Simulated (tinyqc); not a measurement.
Inside a calculation. Method: coupled-perturbed Hartree-Fock on RHF in the sto-3g basis, for BH2+, spin multiplicity 1. Computed by tinyqc, a small Python program that keeps every step (integrals from PySCF). Settings: charge = 1, multiplicity = 1, basis = sto-3g, method = RHF, energy threshold = 1e-10, iteration cap = 51, orthogonalisation = symmetric, start = Wolfsberg-Helmholz matrix, DIIS depth = 6. Command: `OMP_NUM_THREADS=1 python tinyqc.py 21478 21479 out.jsonl` (the two numbers bound the seeds that draw the settings). One thread of a shared host (Intel(R) Xeon(R) Processor @ 2.60GHz), about 0.2 s of CPU time with the checks. The early iterations of the SCF are left out here.

## One-electron integrals

Geometry (angstrom):
```
atom       x        y       z
B     0.0000   0.0000  0.0000
H     0.0000   1.2890  0.6120
H     0.0000  -1.2440  0.5910
```

Basis sto-3g: exponents (1/bohr^2) and contraction coefficients of normalised primitives:
```
element  l (shell)  exponent  coefficient
B            s (1)   48.7911       0.1543
B            s (1)    8.8874       0.5353
B            s (1)    2.4053       0.4446
B            s (2)    2.2370      -0.1000
B            s (2)    0.5198       0.3995
B            s (2)    0.1691       0.7001
B            p (3)    2.2370       0.1559
B            p (3)    0.5198       0.6077
B            p (3)    0.1691       0.3920
H            s (1)    3.4253       0.1543
H            s (1)    0.6239       0.5353
H            s (1)    0.1689       0.4446
```

Overlap, kinetic and nuclear-attraction integrals over the contracted functions; the nuclear repulsion is the sum of Za Zb / Rab.

nuclear repulsion = 3.984323 hartree

overlap S, order 1B 1s, 1B 2s, 1B 2px, 1B 2py, 1B 2pz, 2H 1s, 3H 1s:
```
[[1.0000, 0.2693, 0.0000, 0.0000, 0.0000, 0.0390, 0.0435],
 [0.2693, 1.0000, 0.0000, 0.0000, 0.0000, 0.3614, 0.3840],
 [0.0000, 0.0000, 1.0000, 0.0000, 0.0000, 0.0000, 0.0000],
 [0.0000, 0.0000, 0.0000, 1.0000, 0.0000, 0.3628, -0.3796],
 [0.0000, 0.0000, 0.0000, 0.0000, 1.0000, 0.1722, 0.1804],
 [0.0390, 0.3614, 0.0000, 0.3628, 0.1722, 1.0000, 0.0465],
 [0.0435, 0.3840, 0.0000, -0.3796, 0.1804, 0.0465, 1.0000]]
```

kinetic energy T (hartree), order 1B 1s, 1B 2s, 1B 2px, 1B 2py, 1B 2pz, 2H 1s, 3H 1s:
```
[[10.8263, -0.0480, 0.0000, 0.0000, 0.0000, -0.0114, -0.0125],
 [-0.0480, 0.3592, 0.0000, 0.0000, 0.0000, 0.0404, 0.0487],
 [0.0000, 0.0000, 1.1239, 0.0000, 0.0000, 0.0000, 0.0000],
 [0.0000, 0.0000, 0.0000, 1.1239, 0.0000, 0.1159, -0.1322],
 [0.0000, 0.0000, 0.0000, 0.0000, 1.1239, 0.0550, 0.0628],
 [-0.0114, 0.0404, 0.0000, 0.1159, 0.0550, 0.7600, -0.0105],
 [-0.0125, 0.0487, 0.0000, -0.1322, 0.0628, -0.0105, 0.7600]]
```

nuclear attraction V (hartree), order 1B 1s, 1B 2s, 1B 2px, 1B 2py, 1B 2pz, 2H 1s, 3H 1s:
```
[[-23.9025, -3.3427, 0.0000, 0.0009, -0.0115, -0.4857, -0.5427],
 [-3.3427, -4.5151, 0.0000, 0.0065, -0.1086, -1.3539, -1.4610],
 [0.0000, 0.0000, -4.4259, 0.0000, 0.0000, 0.0000, 0.0000],
 [0.0009, 0.0065, 0.0000, -4.5693, 0.0026, -1.2727, 1.3574],
 [-0.0115, -0.1086, 0.0000, 0.0026, -4.4582, -0.6191, -0.6604],
 [-0.4857, -1.3539, 0.0000, -1.2727, -0.6191, -3.2796, -0.1730],
 [-0.5427, -1.4610, 0.0000, 1.3574, -0.6604, -0.1730, -3.3436]]
```

core Hamiltonian H = T + V (hartree), order 1B 1s, 1B 2s, 1B 2px, 1B 2py, 1B 2pz, 2H 1s, 3H 1s:
```
[[-13.0762, -3.3907, 0.0000, 0.0009, -0.0115, -0.4970, -0.5551],
 [-3.3907, -4.1560, 0.0000, 0.0065, -0.1086, -1.3135, -1.4123],
 [0.0000, 0.0000, -3.3020, 0.0000, 0.0000, 0.0000, 0.0000],
 [0.0009, 0.0065, 0.0000, -3.4454, 0.0026, -1.1568, 1.2252],
 [-0.0115, -0.1086, 0.0000, 0.0026, -3.3344, -0.5641, -0.5976],
 [-0.4970, -1.3135, 0.0000, -1.1568, -0.5641, -2.5195, -0.1835],
 [-0.5551, -1.4123, 0.0000, 1.2252, -0.5976, -0.1835, -2.5836]]
```

## Two-electron integrals

Functions are numbered as in S; the eight-fold symmetry (ij|kl) = (ji|kl) = (kl|ij) leaves the list below.

Two-electron integrals (ij|kl) in chemists' order, unique and non-zero (hartree):
```
(11|11) 2.9235      (21|11) 0.5184      (21|21) 0.1093      (22|11) 0.7442
(22|21) 0.1932      (22|22) 0.5448      (31|31) 0.0203      (32|31) 0.0300
(32|32) 0.1203      (33|11) 0.7425      (33|21) 0.1932      (33|22) 0.5447
(33|33) 0.5868      (41|41) 0.0203      (42|41) 0.0300      (42|42) 0.1203
(43|43) 0.0316      (44|11) 0.7425      (44|21) 0.1932      (44|22) 0.5447
(44|33) 0.5235      (44|44) 0.5868      (51|51) 0.0203      (52|51) 0.0300
(52|52) 0.1203      (53|53) 0.0316      (54|54) 0.0316      (55|11) 0.7425
(55|21) 0.1932      (55|22) 0.5447      (55|33) 0.5235      (55|44) 0.5235
(55|55) 0.5868      (61|11) 0.0746      (61|21) 0.0157      (61|22) 0.0279
(61|33) 0.0277      (61|41) 0.0010      (61|42) 0.0019      (61|44) 0.0281
(61|51) 4.74e-04    (61|52) 0.0009      (61|54) 1.54e-04    (61|55) 0.0278
(61|61) 0.0023      (62|11) 0.1987      (62|21) 0.0525      (62|22) 0.1653
(62|33) 0.1604      (62|41) 0.0052      (62|42) 0.0330      (62|44) 0.1723
(62|51) 0.0025      (62|52) 0.0157      (62|54) 0.0056      (62|55) 0.1631
(62|61) 0.0080      (62|62) 0.0725      (63|31) 0.0050      (63|32) 0.0239
(63|43) 0.0060      (63|53) 0.0028      (63|63) 0.0075      (64|11) 0.1751
(64|21) 0.0468      (64|22) 0.1556      (64|33) 0.1474      (64|41) 0.0089
(64|42) 0.0519      (64|44) 0.1694      (64|51) 0.0019      (64|52) 0.0133
(64|54) 0.0076      (64|55) 0.1497      (64|61) 0.0075      (64|62) 0.0796
(64|64) 0.0930      (65|11) 0.0831      (65|21) 0.0222      (65|22) 0.0739
(65|33) 0.0700      (65|41) 0.0019      (65|42) 0.0133      (65|44) 0.0748
(65|51) 0.0059      (65|52) 0.0303      (65|54) 0.0082      (65|55) 0.0767
(65|61) 0.0036      (65|62) 0.0378      (65|64) 0.0406      (65|65) 0.0268
(66|11) 0.3686      (66|21) 0.0991      (66|22) 0.3543      (66|33) 0.3341
(66|41) 0.0111      (66|42) 0.0955      (66|44) 0.3833      (66|51) 0.0053
(66|52) 0.0454      (66|54) 0.0234      (66|55) 0.3452      (66|61) 0.0154
(66|62) 0.2054      (66|64) 0.2439      (66|65) 0.1158      (66|66) 0.7746
(71|11) 0.0834      (71|21) 0.0175      (71|22) 0.0311      (71|33) 0.0310
(71|41) -0.0011     (71|42) -0.0021     (71|44) 0.0313      (71|51) 0.0005
(71|52) 0.0010      (71|54) -1.77e-04   (71|55) 0.0311      (71|61) 0.0025
(71|62) 0.0082      (71|64) 0.0070      (71|65) 0.0036      (71|66) 0.0154
(71|71) 0.0029      (72|11) 0.2149      (72|21) 0.0567      (72|22) 0.1778
(72|33) 0.1726      (72|41) -0.0056     (72|42) -0.0353     (72|44) 0.1852
(72|51) 0.0027      (72|52) 0.0168      (72|54) -0.0060     (72|55) 0.1754
(72|61) 0.0079      (72|62) 0.0479      (72|64) 0.0400      (72|65) 0.0244
(72|66) 0.1008      (72|71) 0.0097      (72|72) 0.0825      (73|31) 0.0055
(73|32) 0.0261      (73|43) -0.0065     (73|53) 0.0031      (73|63) 0.0044
(73|73) 0.0087      (74|11) -0.1868     (74|21) -0.0499     (74|22) -0.1651
(74|33) -0.1564     (74|41) 0.0097      (74|42) 0.0558      (74|44) -0.1799
(74|51) -0.0020     (74|52) -0.0141     (74|54) 0.0081      (74|55) -0.1588
(74|61) -0.0067     (74|62) -0.0392     (74|64) -0.0296     (74|65) -0.0197
(74|66) -0.0805     (74|71) -0.0089     (74|72) -0.0895     (74|74) 0.1038
(75|11) 0.0887      (75|21) 0.0237      (75|22) 0.0784      (75|33) 0.0743
(75|41) -0.0020     (75|42) -0.0141     (75|44) 0.0794      (75|51) 0.0064
(75|52) 0.0328      (75|54) -0.0089     (75|55) 0.0816      (75|61) 0.0035
(75|62) 0.0241      (75|64) 0.0198      (75|65) 0.0164      (75|66) 0.0528
(75|71) 0.0042      (75|72) 0.0425      (75|74) -0.0452     (75|75) 0.0301
(76|11) 0.0258      (76|21) 0.0068      (76|22) 0.0214      (76|33) 0.0209
(76|41) 8.27e-06    (76|42) 8.01e-05    (76|44) 0.0216      (76|51) 0.0006
(76|52) 0.0036      (76|54) 1.73e-05    (76|55) 0.0218      (76|61) 0.0010
(76|62) 0.0076      (76|64) 0.0074      (76|65) 0.0044      (76|66) 0.0190
(76|71) 0.0011      (76|72) 0.0081      (76|74) -0.0077     (76|75) 0.0046
(76|76) 0.0010      (77|11) 0.3813      (77|21) 0.1025      (77|22) 0.3643
(77|33) 0.3432      (77|41) -0.0118     (77|42) -0.0994     (77|44) 0.3946
(77|51) 0.0056      (77|52) 0.0472      (77|54) -0.0244     (77|55) 0.3548
(77|61) 0.0142      (77|62) 0.0961      (77|64) 0.0780      (77|65) 0.0508
(77|66) 0.2088      (77|71) 0.0178      (77|72) 0.2209      (77|74) -0.2595
(77|75) 0.1233      (77|76) 0.0190      (77|77) 0.7746
```

## Orthogonalisation

S = U s U^T; symmetric (Loewdin) form X = U s^(-1/2) U^T, so that X^T S X = 1.

eigenvalues of S: [0.4019, 0.4550, 0.8751, 1.0000, 1.0898, 1.5010, 1.6772]

X, order 1B 1s, 1B 2s, 1B 2px, 1B 2py, 1B 2pz, 2H 1s, 3H 1s:
```
[[1.0312, -0.1587, 0.0000, 0.0008, -0.0080, 0.0238, 0.0249],
 [-0.1587, 1.1714, 0.0000, -0.0097, 0.0654, -0.2263, -0.2478],
 [0.0000, 0.0000, 1.0000, 0.0000, 0.0000, 0.0000, 0.0000],
 [0.0008, -0.0097, 0.0000, 1.1376, -0.0040, -0.2292, 0.2464],
 [-0.0080, 0.0654, 0.0000, -0.0040, 1.0300, -0.1050, -0.1134],
 [0.0238, -0.2263, 0.0000, -0.2292, -0.1050, 1.1421, -0.0150],
 [0.0249, -0.2478, 0.0000, 0.2464, -0.1134, -0.0150, 1.1630]]
```

## Iteration 9 (converged): orbitals

converged F (hartree), order 1B 1s, 1B 2s, 1B 2px, 1B 2py, 1B 2pz, 2H 1s, 3H 1s:
```
[[-7.9107, -2.2969, 0.0000, 0.0005, 0.0089, -0.3407, -0.3803],
 [-2.2969, -1.4027, 0.0000, 0.0060, -0.0857, -0.5607, -0.5954],
 [0.0000, 0.0000, -0.1489, 0.0000, 0.0000, 0.0000, 0.0000],
 [0.0005, 0.0060, 0.0000, -0.5562, 0.0053, -0.4419, 0.4591],
 [0.0089, -0.0857, 0.0000, 0.0053, -0.1873, -0.1653, -0.1749],
 [-0.3407, -0.5607, 0.0000, -0.4419, -0.1653, -0.5701, -0.0727],
 [-0.3803, -0.5954, 0.0000, 0.4591, -0.1749, -0.0727, -0.5961]]
```

Diagonalise F' = X^T F X, C = X C', fill 3 alpha and 3 beta electrons from the bottom; D = 2 C_occ C_occ^T. Each column has its largest component positive (the first on a tie).

F' = X^T F X (hartree):
```
[[-7.7242, -1.1654, 0.0000, 0.0008, 0.0014, -0.0070, -0.0168],
 [-1.1654, -0.7589, 0.0000, -0.0069, 0.0136, -0.3184, -0.3393],
 [0.0000, 0.0000, -0.1489, 0.0000, 0.0000, 0.0000, 0.0000],
 [0.0008, -0.0069, 0.0000, -0.2898, -0.0006, -0.3492, 0.3654],
 [0.0014, 0.0136, 0.0000, -0.0006, -0.1384, -0.1268, -0.1362],
 [-0.0070, -0.3184, 0.0000, -0.3492, -0.1268, -0.2862, -0.0250],
 [-0.0168, -0.3393, 0.0000, 0.3654, -0.1362, -0.0250, -0.2794]]
```

orbital energies (hartree): [-7.9151, -0.9265, -0.7790, -0.2193, -0.1489, 0.1284, 0.2347]

coefficients C, order 1B 1s, 1B 2s, 1B 2px, 1B 2py, 1B 2pz, 2H 1s, 3H 1s:
```
[[0.9924, -0.2387, -0.0121, 0.1335, 0.0000, 0.1705, 0.0311],
 [0.0285, 0.7219, 0.0439, -0.5430, 0.0000, -0.8181, -0.1625],
 [0.0000, 0.0000, 0.0000, 0.0000, 1.0000, 0.0000, 0.0000],
 [-0.0003, -0.0253, 0.5825, -0.0031, 0.0000, -0.1530, 1.0219],
 [0.0006, 0.0922, 0.0006, 0.7924, 0.0000, -0.6641, -0.1080],
 [-0.0044, 0.2736, 0.4174, 0.2859, 0.0000, 0.8419, -0.6166],
 [-0.0047, 0.3131, -0.3889, 0.2702, 0.0000, 0.6201, 0.8840]]
```

D after iteration 9, order 1B 1s, 1B 2s, 1B 2px, 1B 2py, 1B 2pz, 2H 1s, 3H 1s:
```
[[2.0839, -0.2891, 0.0000, -0.0025, -0.0428, -0.1494, -0.1494],
 [-0.2891, 1.0477, 0.0000, 0.0145, 0.1332, 0.4313, 0.4176],
 [0.0000, 0.0000, 0.0000, 0.0000, 0.0000, 0.0000, 0.0000],
 [-0.0025, 0.0145, 0.0000, 0.6799, -0.0039, 0.4724, -0.4690],
 [-0.0428, 0.1332, 0.0000, -0.0039, 0.0170, 0.0510, 0.0572],
 [-0.1494, 0.4313, 0.0000, 0.4724, 0.0510, 0.4981, -0.1533],
 [-0.1494, 0.4176, 0.0000, -0.4690, 0.0572, -0.1533, 0.4986]]
```

## Convergence

Stop when the energy changes by less than 1e-10 hartree and every element of the error matrix X^T (F D S - S D F) X is below 3e-06.

Course of the cycle:
```
iteration  E (hartree)     change  largest element of the error matrix
1           -25.012049          -                             2.57e-01
2           -25.086051  -7.40e-02                             5.89e-02
3           -25.097026  -1.10e-02                             1.72e-02
4           -25.098100  -1.07e-03                             7.23e-04
5           -25.098103  -2.69e-06                             4.01e-04
6           -25.098103  -6.14e-07                             1.08e-04
7           -25.098103  -5.09e-08                             9.47e-06
8           -25.098103  -4.14e-10                             4.06e-07
9           -25.098103  -2.06e-13                             1.56e-08
```

PySCF RHF in the same basis = -25.098103 hartree

Converged in 9 iterations.

## Integrals over molecular orbitals

(pq|rs) = sum C_ip C_jq C_kr C_ls (ij|kl), one index at a time.

one-electron integrals over orbitals h = C^T H C (hartree):
```
[[-13.0632, 0.2892, 0.0148, -0.1741, 0.0000, -0.1777, -0.0320],
 [0.2892, -3.3358, 0.0014, 0.1519, 0.0000, 0.4927, 0.1062],
 [0.0148, 0.0014, -3.0629, 0.0201, 0.0000, 0.1212, -0.5529],
 [-0.1741, 0.1519, 0.0201, -3.1597, 0.0000, 0.2996, 0.0376],
 [0.0000, 0.0000, 0.0000, 0.0000, -3.3020, 0.0000, 0.0000],
 [-0.1777, 0.4927, 0.1212, 0.2996, 0.0000, -2.6804, -0.0015],
 [-0.0320, 0.1062, -0.5529, 0.0376, 0.0000, -0.0015, -2.6667]]
```

Two-electron integrals over orbitals (pq|rs), unique and non-zero (hartree):
```
(11|11) 2.8919      (21|11) -0.2597     (21|21) 0.0371      (22|11) 0.6147
(22|21) -0.0087     (22|22) 0.4606      (31|11) -0.0130     (31|21) 0.0015
(31|22) -0.0019     (31|31) 0.0086      (32|11) 0.0022      (32|21) -0.0010
(32|22) -0.0146     (32|31) 0.0137      (32|32) 0.1343      (33|11) 0.5363
(33|21) -0.0036     (33|22) 0.4454      (33|31) 0.0010      (33|32) 0.0102
(33|33) 0.4635      (41|11) 0.1438      (41|21) -0.0186     (41|22) 0.0117
(41|31) -0.0011     (41|32) 5.30e-05    (41|33) 0.0056      (41|41) 0.0255
(42|11) -0.0908     (42|21) 0.0064      (42|22) 0.0105      (42|31) 2.58e-04
(42|32) -0.0017     (42|33) 0.0151      (42|41) 0.0127      (42|42) 0.0739
(43|11) -0.0088     (43|21) 4.98e-04    (43|22) -0.0039     (43|31) -0.0021
(43|32) 0.0296      (43|33) 0.0026      (43|41) 0.0007      (43|42) 0.0034
(43|43) 0.0356      (44|11) 0.6867      (44|21) -0.0113     (44|22) 0.4365
(44|31) -3.63e-04   (44|32) 0.0018      (44|33) 0.4145      (44|41) -0.0100
(44|42) -0.0772     (44|43) -0.0059     (44|44) 0.5552      (51|51) 0.0216
(52|51) 0.0222      (52|52) 0.0761      (53|51) 0.0011      (53|52) 0.0029
(53|53) 0.0179      (54|51) -0.0119     (54|52) -0.0334     (54|53) -0.0020
(54|54) 0.0416      (55|11) 0.7420      (55|21) -0.0096     (55|22) 0.4679
(55|31) -4.55e-04   (55|32) 0.0009      (55|33) 0.4245      (55|41) 0.0050
(55|42) -0.0473     (55|43) -0.0049     (55|44) 0.4976      (55|55) 0.5868
(61|11) 0.1788      (61|21) -0.0272     (61|22) 0.0018      (61|31) -0.0033
(61|32) -0.0028     (61|33) -4.77e-05   (61|41) 0.0035      (61|42) -0.0140
(61|43) -2.72e-04   (61|44) 0.0166      (61|55) 0.0053      (61|61) 0.0271
(62|11) -0.1887     (62|21) 0.0059      (62|22) -0.0531     (62|31) -0.0010
(62|32) -0.0040     (62|33) -0.0134     (62|41) -0.0135     (62|42) 0.0038
(62|43) 0.0052      (62|44) -0.0489     (62|55) -0.0982     (62|61) 0.0030
(62|62) 0.0844      (63|11) -0.0462     (63|21) 0.0012      (63|22) -0.0181
(63|31) -0.0012     (63|32) 0.0625      (63|33) -1.06e-05   (63|41) -0.0007
(63|42) 0.0083      (63|43) 0.0325      (63|44) -0.0177     (63|55) -0.0243
(63|61) -4.30e-04   (63|62) 0.0195      (63|63) 0.0789      (64|11) -0.1019
(64|21) 4.74e-04    (64|22) -0.0282     (64|31) 0.0014      (64|32) 0.0115
(64|33) 1.31e-04    (64|41) -0.0035     (64|42) 0.0133      (64|43) 0.0029
(64|44) -0.0509     (64|55) -0.0512     (64|61) 0.0017      (64|62) 0.0502
(64|63) 0.0187      (64|64) 0.0419      (65|51) -0.0149     (65|52) -0.0467
(65|53) -0.0050     (65|54) 0.0090      (65|65) 0.0378      (66|11) 0.5893
(66|21) -0.0068     (66|22) 0.4556      (66|31) 0.0023      (66|32) 0.0339
(66|33) 0.4547      (66|41) 0.0197      (66|42) 0.0494      (66|43) 0.0162
(66|44) 0.4037      (66|55) 0.4365      (66|61) -0.0066     (66|62) -0.0386
(66|63) 0.0213      (66|64) -0.0113     (66|66) 0.5175      (71|11) 0.0325
(71|21) -0.0055     (71|22) -0.0015     (71|31) 0.0124      (71|32) 0.0188
(71|33) 0.0018      (71|41) 0.0008      (71|42) -0.0022     (71|43) -0.0036
(71|44) 0.0028      (71|55) 0.0009      (71|61) 0.0017      (71|62) -0.0016
(71|63) -0.0019     (71|64) 0.0022      (71|66) 0.0030      (71|71) 0.0198
(72|11) -0.0422     (72|21) 0.0010      (72|22) -0.0090     (72|31) 0.0083
(72|32) -0.0102     (72|33) -0.0032     (72|41) -0.0021     (72|42) 0.0052
(72|43) -0.0331     (72|44) -0.0134     (72|55) -0.0213     (72|61) -0.0019
(72|62) 0.0105      (72|63) -0.0454     (72|64) 0.0088      (72|66) -0.0174
(72|71) 0.0116      (72|72) 0.0572      (73|11) 0.2192      (73|21) -0.0057
(73|22) 0.0458      (73|31) 5.97e-05    (73|32) 0.0119      (73|33) 0.0250
(73|41) -9.58e-05   (73|42) -0.0555     (73|43) -0.0008     (73|44) 0.0958
(73|55) 0.1105      (73|61) 0.0055      (73|62) -0.0669     (73|63) -0.0112
(73|64) -0.0461     (73|66) 0.0032      (73|71) 0.0014      (73|72) -0.0218
(73|73) 0.1087      (74|11) -0.0132     (74|21) 3.80e-04    (74|22) 0.0037
(74|31) -0.0082     (74|32) -0.0710     (74|33) -0.0067     (74|41) -0.0007
(74|42) 0.0007      (74|43) -0.0029     (74|44) -0.0066     (74|55) -0.0061
(74|61) 0.0024      (74|62) 0.0088      (74|63) -0.0423     (74|64) -0.0043
(74|66) -0.0212     (74|71) -0.0116     (74|72) 0.0070      (74|73) -0.0134
(74|74) 0.0577      (75|51) -0.0027     (75|52) -0.0092     (75|53) 0.0159
(75|54) 0.0020      (75|65) 0.0035      (75|75) 0.0191      (76|11) -0.0022
(76|21) 0.0006      (76|22) 0.0138      (76|31) -0.0084     (76|32) -0.1052
(76|33) -0.0104     (76|41) 0.0027      (76|42) 0.0097      (76|43) -0.0418
(76|44) -0.0069     (76|55) 3.43e-04    (76|61) 3.41e-05    (76|62) -0.0062
(76|63) -0.0722     (76|64) -0.0128     (76|66) -0.0278     (76|71) -0.0118
(76|72) 0.0359      (76|73) -0.0161     (76|74) 0.0555      (76|76) 0.1104
(77|11) 0.6266      (77|21) -0.0082     (77|22) 0.4553      (77|31) -0.0034
(77|32) -0.0382     (77|33) 0.4616      (77|41) 0.0047      (77|42) -0.0009
(77|43) -0.0151     (77|44) 0.4458      (77|55) 0.4484      (77|61) 0.0058
(77|62) -0.0156     (77|63) -0.0324     (77|64) -0.0064     (77|66) 0.4516
(77|71) -0.0032     (77|72) 0.0086      (77|73) 0.0310      (77|74) 0.0196
(77|76) 0.0341      (77|77) 0.5049
```

## Response to a field: uncoupled start

dipole integrals <a|z|i> (bohr), order a4, a5, a6, a7:
```
[[0.0965, 0.8977, 0.0603],
 [0.0000, 0.0000, 0.0000],
 [-0.0693, 0.0274, 0.1159],
 [-0.0106, 0.0418, -0.6637]]
```

Field along z; U_ai = -mu_ai / (e_a - e_i), alpha = -4 sum U_ai mu_ai.

uncoupled U, order a4, a5, a6, a7:
```
[[-0.0125, -1.2694, -0.1077],
 [0.0000, 0.0000, 0.0000],
 [0.0086, -0.0260, -0.1278],
 [0.0013, -0.0360, 0.6547]]
```

uncoupled polarisability = 6.3976 bohr^3

## Coupled step 1

U_ai = -(mu_ai + sum_bj [4 (ai|bj) - (ab|ij) - (aj|bi)] U_bj) / (e_a - e_i); alpha = -4 sum U_ai mu_ai.

U after step 1, order a4, a5, a6, a7:
```
[[-0.0067, -1.5378, -0.1313],
 [0.0000, 0.0000, 0.0000],
 [-0.0002, 0.0922, -0.1067],
 [-0.0003, -0.0175, 0.5877]]
```

polarisability = 7.1587 bohr^3

## Coupled step 2

As before.

U after step 2, order a4, a5, a6, a7:
```
[[-0.0036, -1.6386, -0.1436],
 [0.0000, 0.0000, 0.0000],
 [-0.0022, 0.1171, -0.0989],
 [-0.0006, -0.0135, 0.5624]]
```

polarisability = 7.4479 bohr^3

## Coupled polarisability

Repeat until U stops changing; compare with -d2E/dF2.

Course of the coupled iterations:
```
step  alpha (bohr^3)
0             6.3976
1             7.1587
2             7.4479
3             7.5464
4             7.5814
5             7.5942
6             7.5989
7             7.6006
8             7.6013
9             7.6016
10            7.6017
11            7.6017
...              ...
18            7.6018
19            7.6018
20            7.6018
21            7.6018
22            7.6018
23            7.6018
24            7.6018
25            7.6018
26            7.6018
27            7.6018
28            7.6018
29            7.6018
```

coupled polarisability = 7.6018 bohr^3

finite-field check, fields of +/-0.001 au = 7.6018 bohr^3
